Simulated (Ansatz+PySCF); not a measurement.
# singlet CH3(-): levels of theory in one basis

```xyz
4

C     0.0000    0.0000    0.0000
H     1.0903    0.0000    0.0000
H    -0.5452    0.9443    0.0000
H    -0.5452   -0.9443    0.0000
```

Basis set: aug-cc-pVDZ (spherical functions). Left uncorrelated: 1 orbital. Charge -1, multiplicity 1.

Computed with Ansatz (development build ahead of 0.2.0); each method stands on the lowest determinant of its kind that the runs found. NEVPT2 correlates all electrons. Active spaces start from the frontier orbitals, and the lowest solution found is given.

```json
{"method": "RHF", "E − E(RHF) (eV)": "0.00", "<S²> of the determinant": "0.00"}
{"method": "UHF", "E − E(RHF) (eV)": "-0.54", "<S²> of the determinant": "1.01"}
{"method": "RHF-MP2", "E − E(RHF) (eV)": "-5.04", "<S²> of the determinant": "–"}
{"method": "RHF-CCSD", "E − E(RHF) (eV)": "-5.50", "<S²> of the determinant": "–"}
{"method": "CASSCF(8,7)", "E − E(RHF) (eV)": "-1.83", "<S²> of the determinant": "–"}
{"method": "CASSCF(2,2)", "E − E(RHF) (eV)": "-0.53", "<S²> of the determinant": "–"}
{"method": "SC-NEVPT2(2,2)", "E − E(RHF) (eV)": "-5.08", "<S²> of the determinant": "–"}
{"method": "SC-NEVPT2(8,7)", "E − E(RHF) (eV)": "-4.65", "<S²> of the determinant": "–"}
```

What does RHF-CCSD(T) give on the same scale?

-5.69 eV.

Is a single determinant a sound starting point here?

It is doubtful. Unrestricted orbitals lower Hartree–Fock by 0.54 eV and <S²> is 1.01 where a pure state has 0.00, a sign of strong static correlation. The CASSCF(8,7) natural occupations are 2.00, 1.98, 1.98, 1.94, 0.06, 0.02, 0.02. The CASSCF(2,2) natural occupations are 1.91, 0.09.

Caution for RHF, RHF-MP2, RHF-CCSD, RHF-CCSD(T): an unrestricted determinant lies well below. Caution for UHF: the unrestricted determinant is a mixture of spin states. Caution for CASSCF(8,7), CASSCF(2,2): other starts end on other solutions of this active space.
